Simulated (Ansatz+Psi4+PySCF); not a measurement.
Values are calculated unless marked as measured or tabulated.
## Ansatz (development build ahead of 0.2.0) run

```yaml
crystal:
  periodic: [false, false, false]
  atoms:
    - { symbol: B, position_ang: [0.3, 0.3, 0.3] }
    - { symbol: H, position_ang: [-0.05962, 0.00504, -0.79534] }
    - { symbol: H, position_ang: [0.94276, -0.46838, 0.9423] }
    - { symbol: H, position_ang: [0.01686, 1.36334, 0.75304] }
basis:
  gaussian: { orbitals: cc-pVTZ }
total_charge: 1
magnetization:
  initial_magnetization: 1
hamiltonian:
  xc: hf
correlation:
  method: mp2
  frozen_orbitals: { B: 1, H: 0 }
```

The input is written out in the form of the current development build from the run's settings. Correlation on restricted open-shell orbitals is semicanonical, with singles.

The run gave:

* Converged: yes
* Reference energy: -25.93911 hartree
* Correlation energy: -0.08657 hartree
* Total energy: -26.02569 hartree
* Spin squared of the determinant: 0.750
* Stability test: minimum among restricted orbitals
* Occupied orbitals by symmetry in an Abelian subgroup (alpha; beta): 3 A1 1 B2; 2 A1 1 B2

Caution: large amplitudes, a single reference is doubtful; MP2 on this radical cation hangs on the determinant chosen; a plain start can end on a higher determinant.
